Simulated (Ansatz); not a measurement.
# [OH···H···CH3], doublet: reading a ladder of total energies

Geometry: a point of a hydrogen-transfer path between rigid fragments, not a stationary point.

```xyz
7

O    -1.2076   -0.0283    0.0000
H    -1.4569    0.8983    0.0000
H    -0.2481   -0.0283    0.0000
C     1.3994   -0.0283    0.0000
H     1.3994   -1.1083    0.0000
H     1.3994    0.5118    0.9353
H     1.3994    0.5118   -0.9353
```

Basis cc-pVDZ; Ansatz 0.2.0. Correlated methods freeze the noble-gas cores, which leaves 15 electrons in 51 orbitals. R marks a restricted (for open shells ROHF) determinant, U an unrestricted one.

Full CI isn't at hand for all of this; UCCSDT(Q) serves as the reference, and is uncertain by about the last step of the cluster series.

Runs differ by some tens of microhartree through their thresholds and, for an open shell, their frozen cores, so steps under 0.03 kcal/mol mean nothing.

| level | total energy (hartree) |
| --- | --- |
| UHF | -115.574316 |
| UMP2 | -115.909704 |
| UCCSD | -115.941117 |
| UCCSD(T) | -115.947633 |
| UCCSDT | -115.948246 |
| UCCSDT(Q) | -115.948885 |

Q: What is the correlation energy at UCCSDT(Q), and what share of it do UMP2 and UCCSD recover?

A: E(corr) = -115.948885 − (-115.574316) = -0.374569 hartree = -10.193 eV. UMP2: -0.335388 / -0.374569 = 89.54 %. UCCSD: -0.366801 / -0.374569 = 97.93 %.

Q: By how many kcal/mol does UCCSD(T) miss UCCSDT(Q) (1 hartree = 627.509 kcal/mol), and which steps make up the rest?

A: -115.947633 − (-115.948885) = 0.001252 hartree = 0.79 kcal/mol. Steps: UCCSDT − UCCSD(T) = -0.38, UCCSDT(Q) − UCCSDT = -0.40 kcal/mol. That is within 1 kcal/mol of the reference in this basis, which itself misses far more of the correlation at the basis-set limit.
